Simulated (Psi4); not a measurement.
**CHF2O (SMILES O[C](F)F): UB3LYP/6-31G(d) (spherical functions)**

Aim: the vertical ionisation energy of CHF2O at UB3LYP/6-31G* (spherical functions), from 2 runs. 

The results are computed with Psi4 1.11.

2 further runs of the same task are left out: 2 set aside as unsound or not needed.

### 1 The molecule

The species is CHF2O (5 atoms), meant as a doublet with charge 0. As SMILES, `O[C](F)F`. Geometry: relaxed at GFN2-xTB. This is one conformer, not always the lowest.

Bond lengths: O1–C2 1.317 Å, C2–F3 1.344 Å, C2–F4 1.345 Å, O1–H5 0.974 Å. Angles: O1–C2–F3 116.5°, O1–C2–F4 116.3°, F3–C2–F4 108.6°, C2–O1–H5 115.0°.

### 2 Energy and forces at UB3LYP/6-31G(d) (spherical functions)

input.in reads:

```
memory 1600 mb

molecule {
  0 2
  O     -0.219730     0.891390    -0.426260
  C      0.113490    -0.378530    -0.328810
  F      1.066290    -0.680990     0.569830
  F     -0.899720    -1.252730    -0.190070
  H     -0.060340     1.420850     0.375310
  symmetry c1
  no_reorient
  no_com
}

set basis 6-31G*
set reference uks
set puream true
set e_convergence 1e-09
set d_convergence 1e-08
set scf_type pk
set dft_radial_points 99
set dft_spherical_points 590
set maxiter 200

gradient("b3lyp")
```

Command:

```bash
$ psi4 -i input.in -o input.out -n 1
```

input.out:

```text
[...]
  Running in c1 symmetry.
[...]
  Nuclear repulsion =  124.745774101078439
[...]
  Multiplicity = 2
[...]
  Nalpha       = 17
  Nbeta        = 16
[...]
    Number of basis functions: 58
[...]
   @UKS iter   1:  -313.41352034401052   -1.72241e-01   9.96878e-03 DIIS/ADIIS
[...]
   @UKS iter  12:  -313.52789659427128   -5.34328e-12   8.73875e-09 DIIS
[...]
   @S^2 Observed:                7.517275919E-01
[...]
    Orbital Energies [Eh]
    ---------------------
    Alpha Occupied:
       1A    -24.726504     2A    -24.717055     3A    -19.207933
       4A    -10.391075     5A     -1.278848     6A     -1.213967
       7A     -1.098625     8A     -0.695905     9A     -0.610258
      10A     -0.568711    11A     -0.532978    12A     -0.468717
      13A     -0.440505    14A     -0.417288    15A     -0.404637
      16A     -0.371172    17A     -0.220969
    Alpha Virtual:
      18A      0.054051    19A      0.173964    20A      0.200339
      21A      0.294777    22A      0.499244    23A      0.506268
      24A      0.507839    25A      0.554614    26A      0.765321
[...]
  @UKS Final Energy:  -313.52789659427128
   => Energetics <=
    Nuclear Repulsion Energy =            124.7457741010784389
    One-Electron Energy =                -681.7053169386283571
    Two-Electron Energy =                 271.9917234676864268
    DFT Exchange-Correlation Energy =     -28.5600772244078343
    Empirical Dispersion Energy =           0.0000000000000000
    VV10 Nonlocal Energy =                  0.0000000000000000
    Total Energy =                       -313.5278965942712830
[...]
 Multipole Moments:
 ------------------------------------------------------------------------------------
     Multipole            Electronic (a.u.)      Nuclear  (a.u.)        Total (a.u.)
 ------------------------------------------------------------------------------------
 L = 1.  Multiply by 2.5417464519 to convert [e a0] to [Debye]
 Dipole X            :         -0.5899926            0.6838730            0.0938804
 Dipole Y            :         21.6397983          -21.0188379            0.6209604
 Dipole Z            :          3.4715459           -3.0042677            0.4672782
 Magnitude           :                                                    0.7827862
[...]
  -Total Gradient:
     Atom            X                  Y                   Z
    ------   -----------------  -----------------  -----------------
       1        0.007702526556    -0.015316068380     0.003130714526
       2       -0.009969142552     0.023741201953     0.007395990178
       3        0.000619383744    -0.006486121397    -0.003090148867
       4        0.003699408176    -0.004086596909    -0.001894274586
       5       -0.002042366000     0.002147518838    -0.005534649836
[...]
```

Wall time 13 s (1 thread of Intel Xeon Platinum 8488C (Sapphire Rapids), shared host); peak memory 0.66 GiB.

### 3 The singlet cation at the same level

input.json reads:

```json
{
  "schema_name": "qcschema_input",
  "schema_version": 1,
  "molecule": {
    "schema_name": "qcschema_molecule",
    "schema_version": 2,
    "symbols": ["O", "C", "F", "F", "H"],
    "geometry": [-0.41522952, 1.68448297, -0.80551466, 0.21446502, -0.71531803, -0.62136085, 2.01499607, -1.28688459, 1.07682264, -1.70022439, -2.36731661, -0.35918024, -0.11402607, 2.68501736, 0.70923311],
    "molecular_charge": 1,
    "molecular_multiplicity": 1,
    "fix_symmetry": "c1",
    "fix_com": true,
    "fix_orientation": true
  },
  "driver": "gradient",
  "model": {
    "method": "b3lyp",
    "basis": "6-31G*"
  },
  "keywords": {
    "puream": true,
    "e_convergence": 1e-09,
    "d_convergence": 1e-08,
    "scf_type": "pk",
    "dft_radial_points": 99,
    "dft_spherical_points": 590,
    "scf_properties": ["DIPOLE", "MULLIKEN_CHARGES", "WIBERG_LOWDIN_INDICES"]
  }
}
```

Command:

```bash
$ psi4 --qcschema input.json -n 1 --memory 1600MB
```

stdout (excerpt; [...] marks lines left out):

```text
[...]
  Running in c1 symmetry.
[...]
  Nuclear repulsion =  124.745774096264256
[...]
  Multiplicity = 1
[...]
  Nalpha       = 16
  Nbeta        = 16
[...]
    Number of basis functions: 58
[...]
   @RKS iter   1:  -313.02533463027618    2.15945e-01   1.08050e-02 DIIS/ADIIS
[...]
   @RKS iter  12:  -313.17910640977243   -5.11591e-12   4.17236e-09 DIIS
[...]
  @RKS Final Energy:  -313.17910640977243
   => Energetics <=
    Nuclear Repulsion Energy =            124.7457740962642561
    One-Electron Energy =                -670.6497503411075058
    Two-Electron Energy =                 260.8765542023497801
    DFT Exchange-Correlation Energy =     -28.1516843672788823
    Empirical Dispersion Energy =           0.0000000000000000
    VV10 Nonlocal Energy =                  0.0000000000000000
    Total Energy =                       -313.1791064097724302
[...]
 Multipole Moments:
 ------------------------------------------------------------------------------------
     Multipole            Electronic (a.u.)      Nuclear  (a.u.)        Total (a.u.)
 ------------------------------------------------------------------------------------
 L = 1.  Multiply by 2.5417464519 to convert [e a0] to [Debye]
 Dipole X            :         -0.4616021            0.6838730            0.2222709
 Dipole Y            :         21.1880544          -21.0188379            0.1692165
 Dipole Z            :          3.0004356           -3.0042677           -0.0038321
 Magnitude           :                                                    0.2793801
[...]
  Mulliken Charges: (a.u.)
   Center  Symbol    Alpha    Beta     Spin     Total
       1     O     4.20214  4.20214  0.00000 -0.40429
       2     C     2.48027  2.48027  0.00000  1.03945
       3     F     4.55278  4.55278  0.00000 -0.10557
[...]
  -Total Gradient:
     Atom            X                  Y                   Z
    ------   -----------------  -----------------  -----------------
       1       -0.002145799123     0.072417757139     0.044348532156
       2        0.058426710456    -0.027006843887    -0.154145566606
       3        0.021364780610    -0.004229556217     0.065988191907
       4       -0.057159050305    -0.029716726091     0.051712382885
       5       -0.020476758194    -0.011464901346    -0.007895932747
[...]
```

The result, in JSON:

```text
{
 "driver": "gradient",
 "model": {
  "method": "b3lyp",
  "basis": "6-31G*"
 },
 "success": true,
 "return_result": [-0.0021457991234445084, 0.07241775713910303, 0.044348532156387704, 0.05842671045629827, -0.027006843886862503, -0.1541455666056576, 0.02136478060977276, -0.0042295562166864975, 0.06598819190652372, -0.0571590503045214, -0.029716726090754986, 0.05171238288515774, -0.020476758193631994, -0.0114649013456605, -0.007895932747377321],
 "properties": {
  "calcinfo_nbasis": 58,
  "calcinfo_nmo": 58,
  "calcinfo_nalpha": 16,
  "calcinfo_nbeta": 16,
  "calcinfo_natom": 5,
  "nuclear_repulsion_energy": 124.74577409626426,
  "return_energy": -313.17910640977243,
  "return_gradient": [-0.0021457991234445084, 0.07241775713910303, 0.044348532156387704, 0.05842671045629827, -0.027006843886862503, -0.1541455666056576, 0.02136478060977276, -0.0042295562166864975, 0.06598819190652372, -0.0571590503045214, -0.029716726090754986, 0.05171238288515774, -0.020476758193631994, -0.0114649013456605, -0.007895932747377321],
  "scf_one_electron_energy": -670.6497503411075,
  "scf_two_electron_energy": 260.8765542023498,
  "scf_xc_energy": -28.151684367278882,
  "scf_dipole_moment": [0.22227086760093573, 0.16921654195968117, -0.0038320791125308062],
  "scf_total_energy": -313.17910640977243,
  "scf_total_gradient": [-0.0021457991234445084, 0.07241775713910303, 0.044348532156387704, 0.05842671045629827, -0.027006843886862503, -0.1541455666056576, 0.02136478060977276, -0.0042295562166864975, 0.06598819190652372, -0.0571590503045214, -0.029716726090754986, 0.05171238288515774, -0.020476758193631994, -0.0114649013456605, -0.007895932747377321],
  "scf_iterations": 12
 }
}
```

Run time: 8.7 s. Hardware: 1 thread of Intel Xeon Platinum 8488C (Sapphire Rapids), shared host; peak memory 0.67 GiB.

### 4 Outcome

At UB3LYP/6-31G* (spherical functions):

| quantity | value |
| --- | --- |
| doublet CHF2O: total energy | -313.52790 Eh |
| doublet CHF2O: dipole moment | 1.99 D |
| doublet CHF2O: HOMO energy (highest over α and β) | -6.01 eV |
| doublet CHF2O: LUMO energy (lowest over α and β) | -1.48 eV |
| doublet CHF2O: ⟨S²⟩ | 0.752 |
| doublet CHF2O: largest force on an atom | 1.378 eV/Å |
| singlet cation: total energy | -313.17911 Eh |
| singlet cation: HOMO energy | -18.69 eV |
| singlet cation: LUMO energy | -12.79 eV |
| singlet cation: HOMO–LUMO gap | 5.90 eV |
| singlet cation: largest force on an atom | 8.590 eV/Å |
| vertical ionisation energy (to the singlet cation) | 9.491 eV |

What this shows: The vertical ionisation energy comes to 9.49 eV (916 kJ/mol). The largest force (doublet CHF2O) is 1.38 eV/Å: the shape isn't a stationary point for this species at this level. Only the singlet of the ionised species was computed; a triplet could lie lower. Mulliken charges (singlet cation) run from -0.40 on O1 to +1.04 on C2; they depend strongly on the basis.
